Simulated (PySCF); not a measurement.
## Chlorine: a sound run and one with changed settings

Sound run: Cl [Ne] 3s2 3p5, Cl⁺ [Ne] 3s2 3p4. Computed with PySCF 2.14 in cc-pVDZ-DK (4s3p1d, 18 functions), with scalar relativity by spin-free X2C-1e. The sound run starts from symmetry-adapted Hartree-Fock orbitals and uses a fine grid where one is needed.

Changed run: radial step 1.2 in ln r (0.13 in the sound run). This setting is unsound on purpose.

```json
{"species": "Cl", "method": "UHF", "sound run (hartree)": "-460.87843", "changed run (hartree)": "-460.87843", "converged": "yes"}
{"species": "Cl", "method": "B3LYP", "sound run (hartree)": "-461.57661", "changed run (hartree)": "-460.48156", "converged": "yes"}
{"species": "Cl", "method": "TPSS", "sound run (hartree)": "-461.57620", "changed run (hartree)": "-460.20724", "converged": "yes"}
{"species": "Cl⁺", "method": "UHF", "sound run (hartree)": "-460.44494", "changed run (hartree)": "-460.44494", "converged": "yes"}
{"species": "Cl⁺", "method": "B3LYP", "sound run (hartree)": "-461.09831", "changed run (hartree)": "-459.96650", "converged": "yes"}
{"species": "Cl⁺", "method": "TPSS", "sound run (hartree)": "-461.10180", "changed run (hartree)": "-459.68966", "converged": "yes"}
```

Ionisation energy of Cl:

```csv
method,sound run (eV),changed run (eV)
UHF,11.796,11.796
B3LYP,13.015,14.015
TPSS,12.909,14.084
```

A coarse radial grid mis-integrates the density and the exchange-correlation energy, with errors of either sign; Hartree-Fock needs no grid.

For comparison, NIST gives 12.968 eV between the lowest levels.
